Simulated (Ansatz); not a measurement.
C (P6₃/mmc, No. 194, 4 atoms in the cell; start mp-47) was calculated with r²SCAN-D4 (PAW; Ansatz, an electronic-structure program).

Numerical settings: plane-wave cutoff 500 eV, 18×18×10 k mesh (along the axes of the cell as run), gaussian smearing 0.02 eV, scalar-relativistic PAW data made under PBE.

Cell (relaxed at this level):

Space group P6₃/mmc (No. 194); a = b = 2.499 Å, c = 4.162 Å, α = β = 90.00°, γ = 120.00°

```tsv
atom	site	symmetry	x	y	z
C	4f	3m.	0.3333	0.6667	0.0628
```

**Question.** What does this level give for the band gap?

**Answer.** 
- band gap: 3.58 eV (on the SCF k mesh)

Note: the relaxation could not lower the start's symmetry, so the cell can be a saddle point above a distorted one.

The computed numbers hold no vibrational or temperature effects.

A start named mp-… is a Materials Project structure, which need not be a measured phase.
